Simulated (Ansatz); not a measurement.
Input for Ansatz (development build ahead of 0.2.0):

```yaml
crystal:
  periodic: [false, false, false]
  atoms:
    - { symbol: C, position_ang: [0.03632, -0.00651, 0.03375] }
    - { symbol: O, position_ang: [0.0015, 0.01141, 1.15134] }
    - { symbol: O, position_ang: [-0.01348, 1.09816, -0.74159] }
    - { symbol: C, position_ang: [0.01996, 2.31276, -0.12348] }
    - { symbol: H, position_ang: [0.00842, -0.98097, -0.44654] }
    - { symbol: H, position_ang: [-0.03713, 3.12748, -0.8034] }
    - { symbol: H, position_ang: [-0.88999, 2.38784, 0.49283] }
    - { symbol: H, position_ang: [0.92963, 2.42031, 0.56551] }
basis:
  gaussian: { orbitals: cc-pVDZ }
hamiltonian:
  xc: hf
```

The input is written out in the form of the current development build from the run's settings.

The run gave:

```yaml
Converged: yes
Total_energy: -227.78574 hartree
Spin_squared_of_the_determinant: 0.000
```

Caution: no unrestricted run beside it, a lower state can exist.
